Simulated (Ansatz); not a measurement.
## Ansatz (development build ahead of 0.2.0) run

```yaml
crystal:
  periodic: [false, false, false]
  atoms:
    - { symbol: H, position_ang: [-0.07143, 0.02006, -0.04411] }
    - { symbol: O, position_ang: [1.14821, 0.05903, 0.04659] }
    - { symbol: O, position_ang: [-1.16741, -0.05125, 0.07923] }
    - { symbol: H, position_ang: [1.6251, 0.7297, 0.50344] }
    - { symbol: H, position_ang: [-1.58301, -0.79295, 0.46333] }
    - { symbol: H, position_ang: [1.69469, -0.25215, -0.66889] }
    - { symbol: H, position_ang: [-1.78598, 0.21586, -0.68532] }
basis:
  gaussian: { orbitals: cc-pVDZ }
total_charge: 1
hamiltonian:
  xc: hf
correlation:
  method: mp2
  frozen_orbitals: { H: 0, O: 1 }
```

The input is written out in the form of the current development build from the run's settings.

Results

```yaml
Converged: yes
Reference_energy: -152.38468 hartree
Correlation_energy: -0.41356 hartree
Total_energy: -152.79823 hartree
Spin_squared_of_the_determinant: 0.000
```
